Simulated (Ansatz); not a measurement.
```yaml
crystal:
  periodic: [false, false, false]
  atoms:
    - {symbol: Al, position_ang: [-1.891552, -0.096081, -0.001388]}
    - {symbol: C, position_ang: [-0.086472, 0.505049, 0.004156]}
    - {symbol: Cl, position_ang: [1.468862, -0.097977, -0.000352]}
basis:
  gaussian: {orbitals: def2-TZVP}
magnetization: {spin_polarized: true, initial_magnetization: 2}
hamiltonian: {xc: pbe0}
relax: {f_tol: 0.004, max_steps: 80}
```

```sh
$ ansatz run in.yaml --threads 1 --pin off --events-out ev --progress --plain --max-ram 2176MiB
```

Steps of the relaxation (energy above the last step; positions in Å, forces in eV/Å):

```
3
step 1, 87.2 meV
Al   -1.892   -0.096   -0.001   -0.781   -0.111   -0.001
C    -0.086    0.505    0.004    0.909   -0.111   -0.001
Cl    1.469   -0.098    0.000   -0.128    0.223    0.002
```

```
3
step 2, 59.4 meV
Al   -1.922   -0.086   -0.001   -0.370    0.008    0.000
C    -0.078    0.479    0.004    0.502   -0.198   -0.001
Cl    1.491   -0.082    0.000   -0.132    0.190    0.002
```

```
3
step 3, 29.3 meV
Al   -1.995   -0.042   -0.001    0.291    0.119    0.001
C    -0.065    0.377    0.003   -0.004   -0.257   -0.002
Cl    1.551   -0.024    0.000   -0.286    0.138    0.001
```

```
3
step 7, 0.0 meV
Al   -2.015    0.083    0.000   -0.001    0.000    0.000
C    -0.070    0.105    0.001    0.001    0.000    0.000
Cl    1.575    0.123    0.002    0.000    0.000    0.000
```

Close pairs at the end: C2–Cl3 1.645 Å, Al1–C2 1.945 Å.

A stationary point of unrestricted PBE0 after 7 steps, with ⟨S²⟩ = 2.016 against 2.00 for a pure state; no frequencies were run, so it isn't proven a minimum. 23 s on 1 thread of Intel Xeon Platinum 8488C, shared host.
